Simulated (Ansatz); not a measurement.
Ansatz (a quantum-chemistry and plane-wave program) input (CCSD(T)/aug-cc-pVDZ):

Ansatz 0.2 input:
```yaml
crystal:
  periodic: [false, false, false]
  atoms:
    - {symbol: C, position_ang: [-0.30533261, -1.70728978, 0.02202826]}
    - {symbol: C, position_ang: [0.49586612, -0.60667486, -0.00020802]}
    - {symbol: C, position_ang: [-0.03560035, 0.72219420, -0.00712747]}
    - {symbol: H, position_ang: [0.36628103, -2.59455723, 0.02243663]}
    - {symbol: H, position_ang: [1.59772456, -0.59297275, -0.01500254]}
    - {symbol: N, position_ang: [-0.41337207, 1.81973609, -0.01365582]}
basis:
  gaussian:
    orbitals: aug-cc-pVDZ
total_charge: -1
magnetization: {spin_polarized: false}
correlation: {method: ccsd_t, electrons: outside_noble_gas}
output: {forces: true}
```

End of the output:

```
mean field evaluation 16: about -4603.1530 eV, gradient 2.0e0 eV
mean field -4603.17164056 eV, -169.1634376488 hartree, gradient 1.5e-6 eV, S^2 0.000000; 0 other end points of the search recorded, 0 dependent functions left out
4 core orbitals not correlated
reference -4603.17164056 eV, -169.1634376488 hartree; 10, 10 occupied and 96, 96 virtual orbitals, 1116 factors
densities: 0.94 GiB planned
second order -15.33708975 eV of doubles, -0.00000000 eV of singles
coupled cluster: 0.54 GiB planned
cycle   1  -15.29026961 eV  change    4.7e-2 eV  update   1.1e-1
cycle   2  -15.80394879 eV  change   -5.1e-1 eV  update   3.7e-2
cycle   3  -15.93699035 eV  change   -1.3e-1 eV  update   2.1e-2
cycle   4  -15.93102335 eV  change    6.0e-3 eV  update   7.2e-3
cycle   5  -15.93100579 eV  change    1.8e-5 eV  update   3.9e-3
cycle   6  -15.93129426 eV  change   -2.9e-4 eV  update   1.5e-3
cycle   7  -15.93054746 eV  change    7.5e-4 eV  update   7.8e-4
cycle   8  -15.93038260 eV  change    1.6e-4 eV  update   3.3e-4
cycle   9  -15.93046168 eV  change   -7.9e-5 eV  update   1.7e-4
cycle  10  -15.93040802 eV  change    5.4e-5 eV  update   7.5e-5
cycle  11  -15.93041467 eV  change   -6.7e-6 eV  update   3.5e-5
cycle  12  -15.93044443 eV  change   -3.0e-5 eV  update   1.3e-5
cycle  13  -15.93045477 eV  change   -1.0e-5 eV  update   5.1e-6
perturbative correction -0.77962605 eV, -0.0286507290 hartree
the calculation of the forces begins
Total energy: -4619.88172138 eV, -169.7775217924 hartree
Atom 0 at    -0.305333    -1.707290     0.022028 Å, force    -1.029888    -0.743890     0.021523 eV/Å
Atom 1 at     0.495866    -0.606675    -0.000208 Å, force     0.801879     0.135286    -0.012086 eV/Å
Atom 2 at    -0.035600     0.722194    -0.007127 Å, force     0.532251    -1.799786     0.011865 eV/Å
Atom 3 at     0.366281    -2.594557     0.022437 Å, force     0.263015    -0.389016     0.000597 eV/Å
Atom 4 at     1.597725    -0.592973    -0.015003 Å, force     0.414114    -0.058183    -0.004894 eV/Å
Atom 5 at    -0.413372     1.819736    -0.013656 Å, force    -0.981372     2.855589    -0.017006 eV/Å
Dipole moment:     0.695105     0.294561    -0.012342 e Å
```

It need not be the lowest isomer of its formula. Whether it binds its extra electron was not tested at this geometry.
